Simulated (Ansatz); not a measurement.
# Worked example: correlation energy of CN, doublet

Geometry: MP2(full)/6-31G*, from the G2/97 set.

```xyz
2

C     0.0000    0.0000    0.0000
N     0.0000    0.0000    1.1348
```

Basis cc-pVDZ; Ansatz 0.2.0. Only valence electrons are correlated (noble-gas cores frozen), which leaves 9 electrons in 26 orbitals. Prefix R: restricted or restricted open-shell reference.

Full CI is exact within this basis and frozen core; it isn't the basis-set limit.

Runs differ by some tens of microhartree through their thresholds and, for an open shell, their frozen cores, so steps under 0.03 kcal/mol mean nothing.

| level | total energy (hartree) |
| --- | --- |
| RHF | -92.198686 |
| RMP2 | -92.458009 |
| RCCSD | -92.471502 |
| RCCSD(T) | -92.484103 |
| RCCSDT | -92.485162 |
| RCCSDT(Q) | -92.486487 |
| RCCSDTQ | -92.486345 |
| full CI | -92.486523 |

**Question.** What is the correlation energy at full CI, and what share of it do RMP2 and RCCSD recover?

**Answer.** E(corr) = -92.486523 − (-92.198686) = -0.287837 hartree = -7.832 eV. RMP2: -0.259323 / -0.287837 = 90.09 %. RCCSD: -0.272816 / -0.287837 = 94.78 %.

**Question.** By how many kcal/mol does RCCSD(T) miss full CI (1 hartree = 627.509 kcal/mol), and which steps make up the rest?

**Answer.** -92.484103 − (-92.486523) = 0.002420 hartree = 1.52 kcal/mol. Steps: RCCSDT − RCCSD(T) = -0.66, RCCSDT(Q) − RCCSDT = -0.83, RCCSDTQ − RCCSDT(Q) = 0.09, full CI − RCCSDTQ = -0.11 kcal/mol. Differences between like states or geometries often cancel part of this.
